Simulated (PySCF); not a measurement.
Deuteron quadrupole couplings in ABN

ABN, C7H6N2.
Geometry (PBE0-D3(BJ)/def2-SVP, Å), atoms numbered from 1 in this order:
```
atom  x, y, z in Å
N1    -4.3015    0.0314   -0.0912
C2    -3.1461    0.0121    0.0184
C3    -1.7250   -0.0119    0.1534
C4    -1.0740    0.8548    1.0467
C5     0.3033    0.8303    1.1791
C6     1.0864   -0.0634    0.4212
N7     2.4487   -0.0635    0.5254
C8     0.4285   -0.9312   -0.4736
C9    -0.9490   -0.9045   -0.6040
H10   -1.6645    1.5532    1.6426
H11    0.7927    1.5137    1.8775
H12    2.9620   -0.8464    0.1472
H13    2.8755    0.3989    1.3150
H14    1.0158   -1.6314   -1.0729
H15   -1.4417   -1.5847   -1.3013
```

Level: PBE0/pcSseg-1 (PySCF, non-relativistic); Q(2H) = 0.00286 b; rigid geometry, the same for H and D, with no vibrational averaging.

Question: Tabulate Vzz, the asymmetry η and χzz = 234.96 MHz × Q × Vzz for every hydrogen position.

Answer: 
```
atom  bonded to  bond length (Å)  Vzz (au)     η  χzz (kHz)
 H10         C4            1.092    0.3009  0.07        202
 H11         C5            1.093    0.3043  0.11        204
 H12         N7            1.010    0.4056  0.20        273
 H13         N7            1.010    0.4055  0.20        273
 H14         C8            1.093    0.3043  0.11        204
 H15         C9            1.092    0.3008  0.07        202
```

Question: Average by the element that carries the hydrogen.

Answer: on C: 203 kHz over 4 positions, mean bond length 1.092 Å; on N: 273 kHz over 2 positions, mean bond length 1.010 Å.

Question: A static deuteron (I = 1) shows a doublet split by (3/2)χ, (3/4)χ(1 + η) and (3/4)χ(1 − η) with the field along z, y and x of the gradient. What are these for H14?

Answer: With |χ| = 204.5 kHz and η = 0.109: 307, 170 and 137 kHz, to first order and without motion.

Isolated species at its PBE0-D3(BJ)/def2-SVP geometry, gas phase. A larger basis could move these couplings by a tenth or more.

The run behind these numbers computed NMR shieldings as well. On one thread, Arm Neoverse V1 (shared host), this took 24 s wall.
